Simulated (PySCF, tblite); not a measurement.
**C₄H₅NO: a rotation path, then NMR shifts and spin-spin couplings on frames, part 1 of 3**

How do NMR shifts and spin-spin couplings of C₄H₅NO (`C#CC(=O)NC`) change as the atoms move?

Programs: tblite 0.8.0 and PySCF 2.14.0, with density-fitted response routines of our own. Each step states its level of theory. These are calculated values for one molecule in the gas phase, unless marked as measured. Atoms are numbered from 0 throughout.

## Step 1: Starting geometry

11 atoms, charge 0, multiplicity 1; geometry from: GFN2-xTB.

Bonds of the start (Å): C0–C1 1.20, C1–C2 1.45, C2–O3 1.21, C2–N4 1.36, N4–C5 1.44, C0–H6 1.05, N4–H7 1.01, C5–H8 1.09, C5–H9 1.09, C5–H10 1.09.

## Step 2: The rotation path with GFN2-xTB

Job settings and geometry (Å):

```
{"job": {"kind": "neb", "xc": "GFN2-xTB", "basis": "xTB", "atoms": [1, 2, 4, 5], "turn": 180}, "charge": 0, "multiplicity": 1}
C      2.942693    -0.105320    -0.302491
C      1.800692    -0.091993     0.063801
C      0.457508    -0.083743     0.608175
O      0.223978    -0.185183     1.793038
N     -0.490999     0.050647    -0.350826
C     -1.896982     0.093346    -0.039284
H      3.936604    -0.115461    -0.642553
H     -0.210750     0.130682    -1.315394
H     -1.993158    -0.007424     1.040790
H     -2.428412    -0.725620    -0.528244
H     -2.335750     1.042739    -0.352976
```

With the program's defaults for keys left out, this is: GFN2-xTB climbing-image nudged elastic band, gas phase.

The run is started by

```console
OMP_NUM_THREADS=1 python probes_run.py task.json out
```

The driver reads the jobs from task.json and runs them one after another.

The log of the run:

```text
image   E - E0 / eV
  0       0.0000
  1       0.0661
  2       0.2624
  3       0.6387
  4       0.8613
  5       0.5164
  6       0.1709
  7       0.0286
  8       0.0063
```

Run time: 6.5 s. Hardware: 1 thread of Arm Neoverse N1, shared host; peak memory 0.18 GiB.

The final band, with the dihedral C1–C2–N4–C5:

| image | dihedral (°) | energy (eV) | energy (kcal/mol) |
| --- | --- | --- | --- |
| 0 | -180 | 0.000 | 0.0 |
| 1 | -161 | 0.066 | 1.5 |
| 2 | -143 | 0.262 | 6.1 |
| 3 | -132 | 0.639 | 14.7 |
| 4 | -116 | 0.861 | 19.9 |
| 5 | -74 | 0.516 | 11.9 |
| 6 | -37 | 0.171 | 3.9 |
| 7 | -11 | 0.029 | 0.7 |
| 8 | 0 | 0.006 | 0.1 |

## Step 3: Shielding tensors: image 0, PBE0/pcSseg-1

Job settings and geometry (Å):

```
{"job": {"kind": "nmr", "xc": "PBE0", "basis": "pcSseg-1", "pop": false}, "charge": 0, "multiplicity": 1}
C      2.942700    -0.105300    -0.302500
C      1.800700    -0.092000     0.063800
C      0.457500    -0.083700     0.608200
O      0.224000    -0.185200     1.793000
N     -0.491000     0.050600    -0.350800
C     -1.897000     0.093300    -0.039300
H      3.936600    -0.115500    -0.642600
H     -0.210800     0.130700    -1.315400
H     -1.993200    -0.007400     1.040800
H     -2.428400    -0.725600    -0.528200
H     -2.335800     1.042700    -0.353000
```

With the program's defaults for keys left out, this is: GIAO PBE0/pcSseg-1 NMR shielding, non-relativistic, gas phase.

The log of the run:

```text
coarse grid: 9592 points
cycle   1  E = -284.7924874326  dE =  1.032e+00  |g| = 8.515e-01  |ddm| = 3.108e+00
cycle   2  E = -284.1953824956  dE =  5.971e-01  |g| = 1.908e+00  |ddm| = 2.948e+00
cycle   3  E = -284.9295328779  dE = -7.342e-01  |g| = 2.101e-01  |ddm| = 2.312e+00
cycle   4  E = -284.9386112923  dE = -9.078e-03  |g| = 8.735e-02  |ddm| = 2.330e-01
cycle   5  E = -284.9399891605  dE = -1.378e-03  |g| = 3.135e-02  |ddm| = 6.792e-02
cycle   6  E = -284.9401935505  dE = -2.044e-04  |g| = 1.040e-02  |ddm| = 2.752e-02
cycle   7  E = -284.9402148002  dE = -2.125e-05  |g| = 4.627e-03  |ddm| = 8.372e-03
cycle   8  E = -284.9402196122  dE = -4.812e-06  |g| = 1.004e-03  |ddm| = 3.364e-03
final grid: 93896 points
cycle   9  E = -284.9845419306  dE = -1.050e-05  |g| = 1.194e-02  |ddm| = 4.281e-02
cycle  10  E = -284.9844526381  dE =  8.929e-05  |g| = 2.461e-02  |ddm| = 3.032e-02
cycle  11  E = -284.9845693753  dE = -1.167e-04  |g| = 1.801e-03  |ddm| = 2.183e-02
cycle  12  E = -284.9845700791  dE = -7.039e-07  |g| = 2.569e-04  |ddm| = 1.413e-03
cycle  13  E = -284.9845700849  dE = -5.773e-09  |g| = 2.067e-04  |ddm| = 3.440e-04
cycle  14  E = -284.9845700950  dE = -1.006e-08  |g| = 5.147e-05  |ddm| = 1.643e-04
cycle  15  E = -284.9845700956  dE = -6.042e-10  |g| = 1.077e-05  |ddm| = 3.984e-05
converged SCF energy = -284.9845700956

GIAO shielding tensors (ppm)
atom      isotropic    diamagn.    paramagn.     s11        s22        s33       span
  0 C      107.524     257.252    -149.728     39.155     46.579    236.836    197.681
  1 C      104.658     255.014    -150.356     -0.988     18.739    296.225    297.213
  2 C       33.502     245.339    -211.837    -63.229     71.000     92.737    155.966
  3 O      -79.861     401.583    -481.444   -395.868   -206.835    363.121    758.988
  4 N      136.346     329.246    -192.900     32.356    157.013    219.668    187.312
  5 C      160.977     243.896     -82.919    130.795    165.480    186.656     55.860
  6 H       29.634      32.904      -3.270     24.986     25.344     38.572     13.586
  7 H       26.790      34.366      -7.575     20.493     29.092     30.786     10.293
  8 H       27.237      28.700      -1.462     23.035     27.550     31.127      8.092
  9 H       29.239      27.998       1.241     23.755     27.513     36.448     12.692
 10 H       29.238      28.017       1.222     23.741     27.515     36.459     12.718
```

It took 16 s on 1 thread of Arm Neoverse N1, shared host; peak memory 0.6 GiB.

Shifts follow as δ = σ(reference) − σ, with reference shieldings (ppm) from runs at the same level and on the same kind of geometry: 1H TMS 31.72, 13C TMS 186.9, 15N NH3 267.7, 17O H2O 336.1. The references are single molecules in the gas phase, so shifts against H2O, NH3, PH3, H3PO4 or CFCl3 are not on the usual liquid scales and can be off by tens of ppm. Each atom is listed at this fixed geometry, with no averaging over motion; a spectrum would average atoms that exchange fast.

| atoms | environment | σ (ppm) | δ (ppm) |
| --- | --- | --- | --- |
| C2 | amide carbonyl carbon | 33.5 | 153.4 |
| C1 | alkyne carbon | 104.7 | 82.3 |
| C0 | terminal alkyne carbon | 107.5 | 79.4 |
| C5 | methyl carbon bonded to N | 161.0 | 25.9 |
| H7 | hydrogen on an amide-type nitrogen | 26.79 | 4.93 |
| H8 | hydrogen on a methyl carbon bonded to N | 27.24 | 4.48 |
| H10 | hydrogen on a methyl carbon bonded to N | 29.24 | 2.48 |
| H9 | hydrogen on a methyl carbon bonded to N | 29.24 | 2.48 |
| H6 | hydrogen on a terminal alkyne carbon | 29.63 | 2.08 |
| O3 | amide-type carbonyl oxygen | -79.9 | 415.9 |
| N4 | amide-type nitrogen | 136.3 | 131.4 |

## Step 4: Indirect couplings: image 0, B3LYP/pcJ-1

The job, as its differences from that of step 3:

```diff
@@ -1,2 +1,2 @@
-{"job": {"kind": "nmr", "xc": "PBE0", "basis": "pcSseg-1", "pop": false}, "charge": 0, "multiplicity": 1}
+{"job": {"kind": "j", "xc": "B3LYP", "basis": "pcJ-1"}, "charge": 0, "multiplicity": 1}
 C      2.942700    -0.105300    -0.302500
```

With the program's defaults for keys left out, this is: B3LYP/pcJ-1 indirect spin-spin coupling, non-relativistic, gas phase.

The log of the run:

```text
coarse grid: 9592 points
cycle   1  E = -285.1388499674  dE =  9.748e-01  |g| = 9.229e-01  |ddm| = 2.959e+00
cycle   2  E = -284.3148649333  dE =  8.240e-01  |g| = 2.188e+00  |ddm| = 2.870e+00
cycle   3  E = -285.2856412862  dE = -9.708e-01  |g| = 2.852e-01  |ddm| = 2.349e+00
cycle   4  E = -285.3016624969  dE = -1.602e-02  |g| = 1.285e-01  |ddm| = 2.877e-01
cycle   5  E = -285.3043832493  dE = -2.721e-03  |g| = 5.410e-02  |ddm| = 9.305e-02
cycle   6  E = -285.3049818526  dE = -5.986e-04  |g| = 1.860e-02  |ddm| = 4.256e-02
cycle   7  E = -285.3050572194  dE = -7.537e-05  |g| = 6.767e-03  |ddm| = 1.350e-02
cycle   8  E = -285.3050671094  dE = -9.890e-06  |g| = 1.332e-03  |ddm| = 4.474e-03
final grid: 93896 points
cycle   9  E = -285.3621254581  dE = -1.126e-04  |g| = 7.224e-03  |ddm| = 3.020e-02
cycle  10  E = -285.3620955020  dE =  2.996e-05  |g| = 1.417e-02  |ddm| = 1.447e-02
cycle  11  E = -285.3621344080  dE = -3.891e-05  |g| = 2.117e-03  |ddm| = 1.140e-02
cycle  12  E = -285.3621352460  dE = -8.380e-07  |g| = 4.872e-04  |ddm| = 1.727e-03
cycle  13  E = -285.3621352915  dE = -4.550e-08  |g| = 1.673e-04  |ddm| = 3.531e-04
cycle  14  E = -285.3621352975  dE = -6.023e-09  |g| = 5.674e-05  |ddm| = 1.366e-04
cycle  15  E = -285.3621352982  dE = -6.785e-10  |g| = 1.756e-05  |ddm| = 4.248e-05
converged SCF energy = -285.3621352982

Indirect spin-spin couplings (Hz)
  i      j    bonds     total        FC       PSO       DSO        SD
  0 C    1 C    1    194.615   186.766     7.743     0.107         -
  0 C    2 C    2     17.413    16.884     0.626    -0.097         -
  0 C    3 O    3     -1.941    -0.855    -1.141     0.055         -
  0 C    4 N    3     -2.213    -1.745    -0.242     0.029    -0.255
  0 C    5 C    4      0.514     0.520     0.073    -0.079         -
  0 C    6 H    1    267.019   268.133    -1.509     0.395         -
  0 C    7 H    4     -0.310    -0.204    -0.014    -0.093         -
  0 C    9 H    5      0.489     0.464     0.276    -0.250         -
  0 C   10 H    5      0.491     0.466     0.274    -0.249         -
  1 C    2 C    1    113.134   114.892    -2.086     0.328         -
  1 C    3 O    2     -4.601    -4.747     0.117     0.029         -
  1 C    4 N    2    -14.951   -15.002    -0.045    -0.013     0.109
  1 C    5 C    3      2.641     2.626     0.095    -0.080         -
  1 C    6 H    2     50.389    45.622     5.959    -1.192         -
  1 C    7 H    3      0.972     0.812    -0.092     0.252         -
  1 C    8 H    4     -0.553    -0.573     0.308    -0.288         -
  1 C    9 H    4     -0.756    -0.760     0.266    -0.261         -
  1 C   10 H    4     -0.778    -0.783     0.263    -0.259         -
  2 C    3 O    1     26.355    14.215    12.248    -0.108         -
  2 C    4 N    1    -21.944   -25.381     3.649    -0.134    -0.078
  2 C    5 C    2      0.732     1.011    -0.252    -0.027         -
  2 C    6 H    3      4.345     4.319     0.421    -0.395         -
  2 C    7 H    2      6.217     7.320    -0.690    -0.413         -
  2 C    8 H    3      5.536     5.989    -0.596     0.143         -
  2 C    9 H    3      3.106     3.189     0.258    -0.342         -
  2 C   10 H    3      2.990     3.073     0.254    -0.337         -
  3 O    4 N    2     -0.096     2.141    -3.506    -0.019     1.288
  3 O    5 C    3     -0.628    -1.119     0.481     0.010         -
  3 O    6 H    4      0.480     0.539    -0.257     0.197         -
  3 O    7 H    3      1.349    -0.516     1.401     0.464         -
  3 O    8 H    4      0.450     0.161     0.501    -0.212         -
  3 O    9 H    4     -0.420    -0.638     0.053     0.166         -
  3 O   10 H    4     -0.427    -0.643     0.051     0.164         -
  4 N    5 C    1    -12.917   -12.275     0.092    -0.088    -0.646
  4 N    6 H    4      0.231     0.236    -0.122     0.117    -0.001
  4 N    7 H    1    -96.633   -93.576    -2.280    -0.426    -0.351
  4 N    8 H    2      1.745     1.995    -0.255     0.035    -0.030
  4 N    9 H    2      0.207     0.298    -0.161     0.070     0.000
  4 N   10 H    2      0.263     0.353    -0.161     0.070     0.002
  5 C    6 H    5     -0.191    -0.161     0.235    -0.265         -
  5 C    7 H    2      3.925     3.889     0.612    -0.575         -
  5 C    8 H    1    144.302   143.131     0.433     0.738         -
  5 C    9 H    1    143.033   141.637     0.719     0.677         -
  5 C   10 H    1    142.817   141.419     0.721     0.678         -
  6 H    9 H    6     -0.442    -0.366     0.785    -0.861         -
  6 H   10 H    6     -0.445    -0.369     0.782    -0.857         -
  7 H    8 H    3     13.571    13.598     3.736    -3.763         -
  7 H    9 H    3      1.761     1.912     0.992    -1.143         -
  7 H   10 H    3      1.771     1.923     0.993    -1.145         -
  8 H    9 H    2    -14.649   -14.671     2.601    -2.578         -
  8 H   10 H    2    -14.742   -14.764     2.589    -2.566         -
  9 H   10 H    2    -11.754   -11.816     2.816    -2.755         -
```

Run time: 41 s. Hardware: 1 thread of Arm Neoverse N1, shared host; peak memory 0.84 GiB.

Couplings of 1 Hz or more, nine at most for each number of bonds (isotopes 13C, 1H, 15N, 17O):

| pair | bonds | J (Hz) | Fermi contact (Hz) | dihedral (°) |
| --- | --- | --- | --- | --- |
| C0–H6 | 1 | 267.0 | 268.1 | – |
| C0–C1 | 1 | 194.6 | 186.8 | – |
| C5–H8 | 1 | 144.3 | 143.1 | – |
| C5–H9 | 1 | 143.0 | 141.6 | – |
| C5–H10 | 1 | 142.8 | 141.4 | – |
| C1–C2 | 1 | 113.1 | 114.9 | – |
| N4–H7 | 1 | -96.6 | -93.6 | – |
| C2–O3 | 1 | 26.4 | 14.2 | – |
| C2–N4 | 1 | -21.9 | -25.4 | – |
| C1–H6 | 2 | 50.4 | 45.6 | – |
| C0–C2 | 2 | 17.4 | 16.9 | – |
| C1–N4 | 2 | -15.0 | -15.0 | – |
| H8–H10 | 2 | -14.7 | -14.8 | – |
| H8–H9 | 2 | -14.6 | -14.7 | – |
| H9–H10 | 2 | -11.8 | -11.8 | – |
| C2–H7 | 2 | 6.2 | 7.3 | – |
| C1–O3 | 2 | -4.6 | -4.7 | – |
| C5–H7 | 2 | 3.9 | 3.9 | – |
| H7–H8 | 3 | 13.6 | 13.6 | -180 |
| C2–H8 | 3 | 5.5 | 6.0 | 0 |
| C2–H6 | 3 | 4.3 | 4.3 | – |
| C2–H9 | 3 | 3.1 | 3.2 | -120 |
| C2–H10 | 3 | 3.0 | 3.1 | 119 |
| C1–C5 | 3 | 2.6 | 2.6 | -180 |
| C0–N4 | 3 | -2.2 | -1.7 | – |
| C0–O3 | 3 | -1.9 | -0.9 | – |
| H7–H10 | 3 | 1.8 | 1.9 | -61 |

The spin-dipole term was solved for some atoms only; pairs without it lack that part.

The response was solved for the nuclei of C, H, N alone, so couplings that need other nuclei can be missing.

Quadrupole couplings from the field gradients of the same density:

| atom | isotope | eQq/h (MHz) | η |
| --- | --- | --- | --- |
| O3 | 17O | 9.468 | 0.07 |
| N4 | 14N | -4.742 | 0.02 |

## Step 5: NMR shieldings: image 2, PBE0/pcSseg-1

Job settings and geometry (Å):

```
{"job": {"kind": "nmr", "xc": "PBE0", "basis": "pcSseg-1", "pop": false}, "charge": 0, "multiplicity": 1}
C      2.803300     0.190400    -0.237900
C      1.764400    -0.345300     0.037300
C      0.427300    -0.571900     0.546800
O      0.191000    -0.803600     1.710500
N     -0.530600    -0.328900    -0.391500
C     -1.787100     0.280900    -0.033400
H      3.729100     0.613700    -0.498400
H     -0.295400    -0.390800    -1.367900
H     -1.695400     0.637700     0.992100
H     -2.627700    -0.411700    -0.092200
H     -1.973500     1.132200    -0.691400
```

With the program's defaults for keys left out, this is: GIAO PBE0/pcSseg-1 NMR shielding, non-relativistic, gas phase.

The log of the run:

```text
coarse grid: 9592 points
cycle   1  E = -284.7831556114  dE =  1.032e+00  |g| = 8.445e-01  |ddm| = 3.046e+00
cycle   2  E = -284.2170067874  dE =  5.661e-01  |g| = 1.869e+00  |ddm| = 2.537e+00
cycle   3  E = -284.9173937942  dE = -7.004e-01  |g| = 2.126e-01  |ddm| = 1.943e+00
cycle   4  E = -284.9267758361  dE = -9.382e-03  |g| = 8.561e-02  |ddm| = 2.649e-01
cycle   5  E = -284.9281133882  dE = -1.338e-03  |g| = 2.942e-02  |ddm| = 6.722e-02
cycle   6  E = -284.9282955214  dE = -1.821e-04  |g| = 9.249e-03  |ddm| = 2.757e-02
cycle   7  E = -284.9283108299  dE = -1.531e-05  |g| = 4.643e-03  |ddm| = 7.676e-03
cycle   8  E = -284.9283156999  dE = -4.870e-06  |g| = 1.089e-03  |ddm| = 3.524e-03
final grid: 93896 points
cycle   9  E = -284.9729566243  dE = -9.696e-06  |g| = 1.172e-02  |ddm| = 2.325e-02
cycle  10  E = -284.9728715367  dE =  8.509e-05  |g| = 2.401e-02  |ddm| = 2.629e-02
cycle  11  E = -284.9729832700  dE = -1.117e-04  |g| = 1.820e-03  |ddm| = 1.912e-02
cycle  12  E = -284.9729839854  dE = -7.154e-07  |g| = 2.305e-04  |ddm| = 1.450e-03
cycle  13  E = -284.9729839906  dE = -5.199e-09  |g| = 1.860e-04  |ddm| = 2.957e-04
cycle  14  E = -284.9729839986  dE = -7.977e-09  |g| = 5.224e-05  |ddm| = 1.484e-04
cycle  15  E = -284.9729839992  dE = -6.398e-10  |g| = 1.077e-05  |ddm| = 4.038e-05
converged SCF energy = -284.9729839992

GIAO shielding tensors (ppm)
atom      isotropic    diamagn.    paramagn.     s11        s22        s33       span
  0 C      101.662     257.491    -155.829     32.868     46.634    225.484    192.617
  1 C      103.687     262.468    -158.781     -4.619     17.879    297.802    302.421
  2 C       29.176     245.613    -216.437    -69.702     65.634     91.597    161.299
  3 O     -120.869     400.723    -521.592   -456.787   -247.076    341.256    798.044
  4 N      141.978     329.798    -187.820     43.041    159.475    223.419    180.378
  5 C      155.689     244.550     -88.861    130.112    150.414    186.541     56.429
  6 H       29.407      32.022      -2.615     24.853     25.538     37.831     12.978
  7 H       27.315      34.875      -7.560     21.364     29.252     31.330      9.966
  8 H       28.120      29.426      -1.306     24.770     27.375     32.216      7.446
  9 H       28.847      27.889       0.958     23.838     26.739     35.965     12.127
 10 H       28.952      29.054      -0.102     23.757     27.668     35.431     11.674
```

Wall time 15 s (1 thread of Arm Neoverse N1, shared host); peak memory 0.61 GiB.

In short: δ C2 157.7, C0 85.3, C1 83.2, C5 31.2, H7 4.40, H8 3.60 ppm.

## Step 6: Indirect couplings: image 2, B3LYP/pcJ-1

The job, as its differences from that of step 5:

```diff
@@ -1,2 +1,2 @@
-{"job": {"kind": "nmr", "xc": "PBE0", "basis": "pcSseg-1", "pop": false}, "charge": 0, "multiplicity": 1}
+{"job": {"kind": "j", "xc": "B3LYP", "basis": "pcJ-1"}, "charge": 0, "multiplicity": 1}
 C      2.803300     0.190400    -0.237900
```

Level: B3LYP/pcJ-1 indirect spin-spin coupling, non-relativistic, gas phase.

The log of the run:

```text
coarse grid: 9592 points
cycle   1  E = -285.1297691880  dE =  9.752e-01  |g| = 9.164e-01  |ddm| = 2.912e+00
cycle   2  E = -284.3476703534  dE =  7.821e-01  |g| = 2.145e+00  |ddm| = 2.641e+00
cycle   3  E = -285.2737021378  dE = -9.260e-01  |g| = 2.881e-01  |ddm| = 2.138e+00
cycle   4  E = -285.2903122435  dE = -1.661e-02  |g| = 1.245e-01  |ddm| = 3.152e-01
cycle   5  E = -285.2928895158  dE = -2.577e-03  |g| = 5.093e-02  |ddm| = 9.281e-02
cycle   6  E = -285.2934147740  dE = -5.253e-04  |g| = 1.784e-02  |ddm| = 4.217e-02
cycle   7  E = -285.2934827612  dE = -6.799e-05  |g| = 6.880e-03  |ddm| = 1.308e-02
cycle   8  E = -285.2934930557  dE = -1.029e-05  |g| = 1.420e-03  |ddm| = 4.861e-03
cycle   9  E = -285.2934934996  dE = -4.439e-07  |g| = 3.663e-04  |ddm| = 1.564e-03
final grid: 93896 points
cycle  10  E = -285.3507824532  dE = -1.128e-04  |g| = 6.084e-03  |ddm| = 1.621e-02
cycle  11  E = -285.3507673053  dE =  1.515e-05  |g| = 1.047e-02  |ddm| = 1.034e-02
cycle  12  E = -285.3507884663  dE = -2.116e-05  |g| = 2.403e-03  |ddm| = 8.377e-03
cycle  13  E = -285.3507895045  dE = -1.038e-06  |g| = 5.615e-04  |ddm| = 2.057e-03
cycle  14  E = -285.3507895539  dE = -4.941e-08  |g| = 2.438e-04  |ddm| = 4.621e-04
cycle  15  E = -285.3507895665  dE = -1.260e-08  |g| = 5.934e-05  |ddm| = 1.779e-04
cycle  16  E = -285.3507895672  dE = -7.260e-10  |g| = 2.397e-05  |ddm| = 4.706e-05
converged SCF energy = -285.3507895672

Indirect spin-spin couplings (Hz)
  i      j    bonds     total        FC       PSO       DSO        SD
  0 C    1 C    1    188.346   180.571     7.666     0.108         -
  0 C    2 C    2     17.084    16.528     0.645    -0.089         -
  0 C    3 O    3     -2.363    -0.979    -1.439     0.055         -
  0 C    4 N    3     -1.785    -1.613    -0.239     0.026     0.041
  0 C    5 C    4      0.311     0.322     0.055    -0.067         -
  0 C    6 H    1    265.004   266.235    -1.627     0.396         -
  0 C    7 H    4     -0.286    -0.230     0.059    -0.115         -
  0 C    9 H    5      0.421     0.410     0.312    -0.302         -
  0 C   10 H    5      0.233     0.254     0.144    -0.165         -
  1 C    2 C    1    110.992   112.795    -2.131     0.328         -
  1 C    3 O    2     -4.805    -5.101     0.266     0.031         -
  1 C    4 N    2    -14.642   -14.610    -0.034    -0.013     0.014
  1 C    5 C    3      2.482     2.436     0.115    -0.069         -
  1 C    6 H    2     48.021    43.255     5.951    -1.185         -
  1 C    7 H    3      0.637     0.490    -0.054     0.201         -
  1 C    8 H    4     -0.518    -0.536     0.204    -0.186         -
  1 C    9 H    4     -0.647    -0.658     0.340    -0.329         -
  1 C   10 H    4     -0.665    -0.679     0.201    -0.187         -
  2 C    3 O    1     26.394    13.658    12.842    -0.106         -
  2 C    4 N    1    -21.761   -24.976     3.376    -0.134    -0.027
  2 C    5 C    2      0.527     0.887    -0.340    -0.021         -
  2 C    6 H    3      4.199     4.173     0.418    -0.391         -
  2 C    7 H    2      6.178     7.188    -0.605    -0.405         -
  2 C    8 H    3      5.237     5.498    -0.467     0.205         -
  2 C    9 H    3      1.295     1.477     0.125    -0.308         -
  2 C   10 H    3      4.512     4.568     0.304    -0.360         -
  3 O    4 N    2      0.056     2.464    -3.231    -0.018     0.841
  3 O    5 C    3     -0.565    -0.776     0.199     0.012         -
  3 O    6 H    4      0.398     0.499    -0.299     0.198         -
  3 O    7 H    3      0.847    -0.866     1.257     0.456         -
  3 O    9 H    4     -0.415    -0.646     0.134     0.097         -
  3 O   10 H    4     -0.601    -0.662    -0.158     0.220         -
  4 N    5 C    1    -12.808   -12.095     0.002    -0.089    -0.626
  4 N    6 H    4      0.159     0.206    -0.117     0.115    -0.046
  4 N    7 H    1    -95.930   -92.816    -2.337    -0.425    -0.353
  4 N    8 H    2      1.672     1.896    -0.246     0.037    -0.016
  4 N    9 H    2     -0.163    -0.049    -0.180     0.079    -0.013
  4 N   10 H    2      0.470     0.581    -0.177     0.062     0.005
  5 C    7 H    2      3.792     3.732     0.631    -0.571         -
  5 C    8 H    1    143.176   141.994     0.444     0.737         -
  5 C    9 H    1    146.427   145.159     0.593     0.674         -
  5 C   10 H    1    140.339   138.944     0.720     0.676         -
  6 H    8 H    6     -0.200    -0.116     0.732    -0.817         -
  6 H    9 H    6     -0.563    -0.483     0.945    -1.025         -
  6 H   10 H    6     -0.181    -0.105     0.568    -0.644         -
  7 H    8 H    3     10.878    10.934     3.581    -3.637         -
  7 H    9 H    3     -0.125     0.033     1.721    -1.880         -
  7 H   10 H    3      6.350     6.458     0.354    -0.463         -
  8 H    9 H    2    -14.205   -14.238     2.572    -2.539         -
  8 H   10 H    2    -14.994   -14.995     2.559    -2.559         -
  9 H   10 H    2    -11.011   -11.052     2.814    -2.772         -
```

Wall time 43 s (1 thread of Arm Neoverse N1, shared host); peak memory 0.87 GiB.

Key values: J(C0,H6) 265.0 Hz, J(C0,C1) 188.3 Hz, J(C5,H8) 143.3 Hz (means over like pairs).

(Continued in part 2 of 3.)
